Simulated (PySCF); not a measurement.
Electronic absorption of ethynylsilane

Species: ethynylsilane, C2H4Si.
SMILES: `C#C[SiH3]`

Method: TDDFT wB97X-D/def2-SVPD, vertical, gas phase, core orbitals frozen in the response (PySCF 2.14.0, density-fitted response routines). Isolated species at its GFN2-xTB geometry, gas phase.

**Question.** Predict the UV-vis stick spectrum at this level.

**Answer.** 

```csv
state,E (eV),E (kJ/mol),λ (nm),f,symmetry,"main configurations (H = HOMO, L = LUMO)"
S1,6.21,599,199.6,0.0000,–,H-1/H→L/L+1 (≥92%)
S2,6.46,623,192.0,0.0010,–,H-1/H→L/L+1 (≥89%)
S3,6.46,623,192.0,0.0009,–,H-1/H→L/L+1 (≥89%)
S4,8.00,772,155.0,0.015,E,"H-1/H→L+2 (≥73%), H-1/H→L+3 (≥22%)"
S5,8.00,772,155.0,0.015,E,"H-1/H→L+2 (≥73%), H-1/H→L+3 (≥22%)"
S6,8.63,832,143.7,0.0005,–,"H-1/H→L+3 (≥58%), H-1/H→L+2 (≥14%), H-1/H→L+4 (≥14%)"
S7,8.63,832,143.7,0.0007,–,"H-1/H→L+3 (≥58%), H-1/H→L+2 (≥14%), H-1/H→L+4 (≥14%)"
S8,8.78,847,141.2,0.716,A1,H-1/H→L/L+1 (≥78%)
```

Triplets (Tamm–Dancoff): T1 5.18 eV, H-1/H→L/L+1 (≥85%); T2 5.70 eV, H-1/H→L/L+1 (≥88%); T3 5.70 eV, H-1/H→L/L+1 (≥88%).

The lowest singlet comes at 200 nm (599 kJ/mol) in the ultraviolet; it is dark (f under 0.0005); its leading configuration is HOMO-1/HOMO→LUMO/LUMO+1 (≥92%). The most intense listed level is S8 at 8.78 eV (141 nm, f = 0.716), 2.57 eV above S1. It is the last of those listed, so stronger ones may follow. S2/S3, S4/S5 and S6/S7 lie within about 0.01 eV of each other in each set; the point group C3v has degenerate representations, and within a degenerate level the listed configurations can mix freely. Löwdin shares by element: HOMO (one of a set within 0.03 eV) carbon 81%, silicon 8%, hydrogen 4% or more; LUMO (one of a set within 0.03 eV) carbon 57%, silicon 23%, hydrogen 7% or more. The listed states span 2.57 eV, and the widest gap between neighbours is 1.54 eV (S3 to S4). Orbital energies (eV): HOMO-3 -12.30, HOMO-2 -12.30, HOMO-1 -10.17, HOMO -10.17, LUMO 1.83, LUMO+1 1.83, LUMO+2 2.05. Of the 8 states listed, 3 reach f = 0.01 and 1 stays under 0.0005. Symmetry labels in C3v follow from the direction of the transition dipole and are given only for states with f of 0.002 or more. Orbitals of the list HOMO-3 to LUMO+2 that lie within 0.01 eV of each other are written together with a slash and their weights summed (≥ marks a lower bound); for degenerate orbitals outside that list single weights are arbitrary. The window holds the lowest 8 singlets.
